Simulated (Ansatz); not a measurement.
**Other spins and charges of AsH4⁻, singlet at one geometry**

Geometry (PBE0/def2-TZVPD stationary point for this spin, not checked as a minimum):

```yaml
atoms:
  - { symbol: As, position_ang: [0.0320, 0.0000, 0.0000] }
  - { symbol: H, position_ang: [-0.2144, 0.0000, 1.8300] }
  - { symbol: H, position_ang: [-0.9738, -1.1394, 0.0000] }
  - { symbol: H, position_ang: [-0.9738, 1.1394, 0.0000] }
  - { symbol: H, position_ang: [-0.2144, 0.0000, -1.8300] }
```

Basis aug-cc-pVDZ; Ansatz 0.2.0. Only valence electrons are correlated (noble-gas cores and the filled d shells of p-block atoms frozen). R marks a restricted (for open shells ROHF) determinant, U an unrestricted one. No spin–orbit coupling is included, and no scalar relativity.

Gaps are energies of the second state less the first, at fixed atoms, for a selection of the levels run; each method lands on the state that its own search finds for that charge and spin.

Unrestricted rows (U, and Kohn–Sham where it breaks symmetry) aren't spin-pure: their determinants' ⟨S²⟩ exceeds S(S+1) by up to 0.12, so they mix in states of higher spin. The highest occupied Kohn–Sham level of the anion is positive, up to +0.41 eV, so in those functionals the extra electron is held by the basis alone, which enters their differences from the reference. A value is left out where its run failed or describes another state than the reference as far as symmetry and spin tell, or, spin-broken singlets apart, can't be checked.

Question: PBE gives 1.381 eV for removing an electron, to the doublet. Estimate what UCCSDT(Q) gives in aug-cc-pVDZ.

Answer: UCCSDT(Q) in aug-cc-pVDZ gives 1.328 eV, so against it PBE is off by 0.053 eV, of which a good part can be the reference's own basis and frozen-core error.

```tsv
level	gap (eV)	error (meV)	⟨S²⟩ where 0.1 over S(S+1) (first / second)
UHF	0.470	-858	– / 0.87
UMP2	1.338	10	– / 0.87
UCCSD	1.302	-26	– / 0.87
UCCSD(T)	1.330	2	– / 0.87
BCCD(T)	1.329	1	– / –
BLYP	1.340	12	– / –
PBE0	1.353	25	– / –
B3LYP	1.478	150	– / –
B2PLYP	1.353	25	– / –
RPA-PBE	1.589	261	– / –
```

In so small a basis the reference is far from its limit while semilocal and hybrid functionals are nearer theirs (RPA and double hybrids share part of the reference's basis error), so the functionals' errors here hold much of the reference's basis and frozen-core error, which can add to them or hide them.

Full CI isn't at hand for all of this; UCCSDT(Q) serves as the reference, and is uncertain by the last step of the cluster series or more. The frozen core follows each run's orbitals, which can shift R against U totals by a few meV for light atoms and by up to 0.1 eV past Ca.
